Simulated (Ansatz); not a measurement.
**HF ··· HF**

The pair of HF (SMILES F, atoms 1–2) and HF (SMILES F, atoms 3–4), both closed shells, in one local arrangement (a lower one may exist), relaxed at PBE0-D4/def2-TZVP:

```
4
angstrom
F 0.0933 -0.3542 -1.0028
H -0.0484 0.4439 -1.4451
F -0.0629 0.1087 1.6598
H 0.0181 -0.1984 0.7882
```

Computed with Ansatz 0.2.0 (basis: def2-TZVPPD, with def2-QZVPPD for the basis limit); correlated methods freeze the cores. B3LYP uses VWN-RPA correlation. Extrapolation: Hartree–Fock as exp(−7.88 √X), correlation as X^−2.97. Interaction energies count from these two fragments, frozen as in the pair, with the counterpoise correction; negative means bound.

Question: What is the interaction energy by CCSD(T) at an estimated basis limit (MP2 extrapolated from triple and quadruple zeta, plus CCSD(T) − MP2 in triple zeta)? (An estimate is asked for; the value comes from the calculation.)

Answer: The calculation gives: -4.53 kcal/mol. Hartree–Fock alone gives -3.78 kcal/mol at the basis limit. It counts from the two fragments frozen as in the pair.

The same quantity by other methods in triple zeta, and each one's difference from that estimate:
```
   method  E_int (kcal/mol)  difference
   PBE-D4             -4.79       -0.27
revPBE-D4             -3.71        0.82
  BLYP-D4             -4.30        0.23
r2SCAN-D4             -5.06       -0.53
   B97M-V             -4.88       -0.36
  PBE0-D4             -4.83       -0.30
 B3LYP-D4             -4.70       -0.17
 HSE06-D4             -4.83       -0.30
  wB97X-V             -4.63       -0.10
  wB97M-V             -4.63       -0.10
   B2PLYP             -4.42        0.10
       HF             -3.74        0.79
      MP2             -4.05        0.48
     CCSD             -4.00        0.53
  CCSD(T)             -4.12        0.40
```
Differences are method less estimate.

Question: Which atoms make the shortest contact between the fragments?

Answer: F1 and H4, 1.80 Å apart.

Basis-set superposition shift (counterpoise-corrected less uncorrected): CCSD(T) 0.48; MP2 0.46; HF 0.03; PBE0-D4 0.04; wB97M-V 0.04 kcal/mol.

T1 diagnostic: at most 0.011.

For scale, one of the runs: CCSD(T)/def2-TZVPPD, 114 basis functions, launched by `ansatz run in.yaml --threads 2 --pin off --events-out ev --progress --plain --max-ram 5222MiB`. The run took about 2.2 s on 2 CPU threads of an Intel Xeon 6975P-C (shared host).
